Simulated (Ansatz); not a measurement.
Reaction (SMILES): [CH3] (CH3) → C atom + 3 H atom
B3LYP-D3(BJ)/def2-TZVP geometries, fixed; electronic energies without zero-point terms.

Basis-set convergence of the atomisation energy at PBE0 with Ansatz (a program for electronic structure). Cartesian d functions, on some or all atoms, in 6-31G**; all else is spherical. The program fits the integrals of some runs and decomposes those of others, by size. Open shells are unrestricted. No added dispersion term, no relativity. Functions are those of the species that has most. Reference: the value in pcseg-4, 308.54 kcal/mol, itself unsure by roughly 0.03 kcal/mol (its mean distance from aug-pcseg-3, aug-cc-pVQZ, cc-pV5Z). Deviations are taken from unrounded values.

| basis | functions | atomisation energy (kcal/mol) | minus reference (kcal/mol) |
|---|---|---|---|
| STO-3G | 8 | 369.56 | 61.01 |
| 3-21G | 15 | 304.69 | -3.86 |
| cc-pVDZ | 29 | 303.07 | -5.47 |
| def2-SVP | 29 | 308.39 | -0.16 |
| 6-31G** | 30 | 310.10 | 1.56 |
| 6-311G** | 36 | 307.02 | -1.52 |
| pcseg-3 | 159 | 308.58 | 0.04 |
| def2-QZVPPD | 162 | 308.43 | -0.12 |
| aug-cc-pVQZ | 218 | 308.52 | -0.03 |

The smallest set listed that lies within 1 kcal/mol of the reference with all its larger relatives (same family, alike in diffuse functions; a set with none counts only in the reference's own line) is def2-SVP (29 functions, -0.16 kcal/mol off). Inside, with no larger relative to test it: def2-QZVPPD, aug-cc-pVQZ. (Relatives not listed, tested too: def2-TZVP -0.73, def2-TZVPP -0.14, def2-QZVP -0.11, def2-QZVPP -0.11, pcseg-4 0.00 kcal/mol.)
